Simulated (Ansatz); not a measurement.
# Wurtzite GaN: Voigt–Reuss–Hill bulk modulus by level of theory

No measured value is used here.

| level (code) | value (GPa) | cell (Å³/atom) |
|---|---|---|
| LDA (Ansatz) | 203 | 11.05 |
| BLYP (Ansatz) | 156 | 12.14 |
| PBE (Ansatz) | 172 | 11.76 |
| RPBE (Ansatz) | 161 | 12.04 |
| PBE-D3(BJ) (Ansatz) | 181 | 11.52 |
| r²SCAN (Ansatz) | 197 | 11.37 |
| HSE06 (Ansatz) | 199 | 11.37 |
| r²SCAN0 (Ansatz) | 214 | 11.17 |
| Hartree–Fock (Ansatz) | 221 | 11.40 |

PBE-D3(BJ): the dispersion coefficients are held fixed in the derivatives. Each level is taken at its own relaxed cell. Cutoffs and k meshes differ between the levels. Ansatz's density-functional and Hartree–Fock values are scalar-relativistic unless marked +SOC, with PAW data made under PBE.

Ansatz is a first-principles code.
